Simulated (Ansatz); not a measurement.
# r2SCAN/def2-SVPD run of [CF3]+ (SMILES F[C+](F)F)

What is the vertical ionisation energy of [CF3]+ at r2SCAN/def2-SVPD? 

The results are computed with Ansatz 0.2.0.

2 further runs of the same task are left out: 2 set aside as unsound or not needed.

## Step 1: The molecule

[CF3]+ has 4 atoms, charge +1, and is taken as a singlet. SMILES: `F[C+](F)F`. Geometry: relaxed at PBE0-D4/def2-TZVP.

Bond lengths: F1–C2 1.230 Å, C2–F3 1.230 Å, C2–F4 1.230 Å. Angles: F1–C2–F3 120.0°, F1–C2–F4 120.0°, F3–C2–F4 120.0°.

## Step 2: The energy at r2SCAN/def2-SVPD

The input, molecule.yaml:

```yaml
crystal:
  periodic: [false, false, false]
  atoms:
    - {symbol: F, position_ang: [0.698600, -0.114600, 1.005400]}
    - {symbol: C, position_ang: [0.000000, 0.000000, -0.000000]}
    - {symbol: F, position_ang: [-0.609500, -0.973400, -0.439400]}
    - {symbol: F, position_ang: [-0.089000, 1.088000, -0.566000]}
basis:
  gaussian:
    orbitals: def2-SVPD
total_charge: 1
hamiltonian:
  xc: r2scan
accuracy: high
output:
  orbitals: {seedname: orbitals}
```

On the command line:

```console
ansatz run molecule.yaml --threads 1 --pin off --max-ram 3480MiB --events-out events.jsonl --progress --plain --runs-dir runs
```

Standard output:

```text
Warning: RAYON_NUM_THREADS=1 ignored (pool sized by the plan → 1); use --threads N
Functional definition: r2SCAN
  name "r2SCAN"
  parameter k0 = 0.174
  parameter k1 = 0.065
  parameter a1 = 4.9479
  exchange = r2scan_x(k0 = k0, k1 = k1, a1 = a1)
  correlation = r2scan_c
1754 factors; integrals over basis functions are off by at most 2.5e-9 eV
mean field evaluation 1: about -9160.0441 eV, gradient 6.7e1 eV
mean field evaluation 2: about -9150.5638 eV, gradient 1.1e2 eV
mean field evaluation 4: about -9166.0847 eV, gradient 8.5e-1 eV
mean field evaluation 8: about -9166.0883 eV, gradient 5.6e-2 eV
mean field evaluation 16: about -9166.0883 eV, gradient 1.1e-7 eV
mean field -9166.08826114 eV, -336.8475305993 hartree, gradient 3.3e-8 eV, S^2 0.000000; 0 other end points of the search recorded, 0 dependent functions left out
reference -9166.08826205 eV, -336.8475306327 hartree; 16, 16 occupied and 73, 73 virtual orbitals, 1754 factors
Total energy: -9166.08826205 eV, -336.8475306327 hartree
```

Run time: 6.6 s. Hardware: 1 thread of Arm Neoverse V1, shared host; peak memory 0.23 GiB.

## Step 3: Doublet [CF3]2+

The input, molecule.yaml:

```yaml
crystal:
  periodic: [false, false, false]
  atoms:
    - symbol: F
      position_ang: [0.698600, -0.114600, 1.005400]
    - symbol: C
      position_ang: [0.000000, 0.000000, -0.000000]
    - symbol: F
      position_ang: [-0.609500, -0.973400, -0.439400]
    - symbol: F
      position_ang: [-0.089000, 1.088000, -0.566000]
basis:
  gaussian:
    orbitals: def2-SVPD
hamiltonian:
  xc: r2scan
output:
  orbitals: {seedname: orbitals}
magnetization:
  spin_polarized: true
  initial_magnetization: 1
total_charge: 2
accuracy: high
```

On the command line:

```console
ansatz run molecule.yaml --threads 1 --pin off --max-ram 3480MiB --events-out events.jsonl --progress --plain --runs-dir runs
```

Standard output:

```text
Warning: RAYON_NUM_THREADS=1 ignored (pool sized by the plan → 1); use --threads N
[... 7 set-up lines as earlier in the session ...]
1754 factors; integrals over basis functions are off by at most 2.5e-9 eV
mean field evaluation 1: about -9133.7916 eV, gradient 5.3e1 eV
mean field evaluation 2: about -9124.4253 eV, gradient 7.7e1 eV
mean field evaluation 4: about -9141.2645 eV, gradient 9.8e-1 eV
mean field evaluation 8: about -9141.2677 eV, gradient 3.2e-1 eV
mean field evaluation 16: about -9141.2680 eV, gradient 3.7e-5 eV
mean field evaluation 32: about -9140.9983 eV, gradient 2.6e0 eV
mean field -9141.26804627 eV, -335.9354045263 hartree, gradient 2.4e-8 eV, S^2 0.754110; 6 other end points of the search recorded, 0 dependent functions left out
reference -9141.26806218 eV, -335.9354051112 hartree; 16, 15 occupied and 73, 74 virtual orbitals, 1754 factors
Total energy: -9141.26806218 eV, -335.9354051112 hartree
```

It took 20 s on 1 thread of Arm Neoverse V1, shared host; peak memory 0.35 GiB.

## Step 4: Summary of results

At r2SCAN/def2-SVPD:

| quantity | value |
| --- | --- |
| singlet [CF3]+: total energy | -336.84753 Eh |
| singlet [CF3]+: HOMO energy | -20.20 eV |
| singlet [CF3]+: LUMO energy | -11.49 eV |
| singlet [CF3]+: HOMO–LUMO gap | 8.71 eV |
| doublet [CF3]2+: total energy | -335.93541 Eh |
| doublet [CF3]2+: HOMO energy (highest over α and β) | -31.08 eV |
| doublet [CF3]2+: LUMO energy (lowest over α and β) | -29.43 eV |
| doublet [CF3]2+: ⟨S²⟩ | 0.754 |
| vertical ionisation energy (to the doublet dication) | 24.820 eV |

What this shows: The vertical ionisation energy comes to 24.82 eV (2395 kJ/mol). −ε(HOMO) before ionisation, 20.20 eV, is 4.62 eV below this ionisation energy.
